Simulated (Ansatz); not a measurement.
Mulliken charges of C3H5FS, SMILES `C=C(F)CS` from PBE/def2-TZVPP in Ansatz (PBE0-D4/def2-TZVP geometry).

```tsv
atom	x (Å)	y (Å)	z (Å)	charge (e)
C1	-0.482	1.145	1.136	-0.237
C2	0.165	0.160	0.541	0.185
F3	1.409	-0.163	0.937	-0.170
C4	-0.310	-0.707	-0.561	-0.115
S5	0.617	-0.481	-2.110	-0.184
H6	-0.025	1.707	1.939	0.099
H7	-1.481	1.404	0.817	0.089
H8	-1.345	-0.465	-0.799	0.101
H9	-0.264	-1.758	-0.265	0.119
H10	1.801	-0.892	-1.632	0.114
```

Problem. By hand: the dipole of these point charges (1 e Å = 4.8032 D).

Solution. Σ q r = (-0.269, -0.108, 0.091) e Å, of length 0.304 e Å = 1.46 D.

Problem. How does the dipole of the full density compare? (Best estimate.)

Solution. The calculation gave: (-0.229, -0.068, 0.133) e Å, 1.31 D; the point charges give 1.11 times that, at 13° from its direction.

Point charges leave out the atoms' own dipoles, such as those of lone pairs, and Mulliken's split depends on the basis, so the close match here is no proof of good charges.
